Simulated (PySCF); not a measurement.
**Molecular orbitals of SiF⁺**

PBE0 at R = 1.540 Å; Si def2-TZVP, F def2-TZVP; no relativity (PySCF 2.14). State: ¹Σ⁺ (singlet), closed shell. Only the outer orbitals are listed, counted within each symmetry.

```csv
orbital,occ.,ε (eV),on Si (%),main shells (%)
5σ,2,-41.82,10,88 F s
6σ,2,-23.28,28,"65 F p, 25 Si s"
2π,2,-20.81,11,89 F p
2π,2,-20.81,11,89 F p
7σ,2,-17.84,85,"65 Si s, 18 Si p, 15 F p"
3π,0,-9.91,96,94 Si p
3π,0,-9.91,96,94 Si p
8σ,0,-6.53,100,"74 Si p, 20 Si d"
```

Problem. Which are the highest filled and the lowest empty level, where do they sit, and how wide is the gap?

Solution. Highest filled 7σ at -17.84 eV (in %: 65 Si s, 18 Si p, 15 F p); lowest empty 3π at -9.91 eV (in %: 94 Si p); the gap at PBE0 is 7.93 eV.

| Property | Result |
| --- | --- |
| bond order (Mayer) | 1.47 |
| ⟨S²⟩ | 0.000 |
| charge on Si (Mulliken, basis-dependent) | 1.09 |
| charge on Si (Löwdin, basis-dependent) | 0.87 |
| dipole moment (positive dipole points towards F; it is taken about the centre of mass and depends on that origin) | -3.46 D |
| polarisability along the bond | 18.7 bohr³ |
| polarisability across the bond | 18.1 bohr³ |
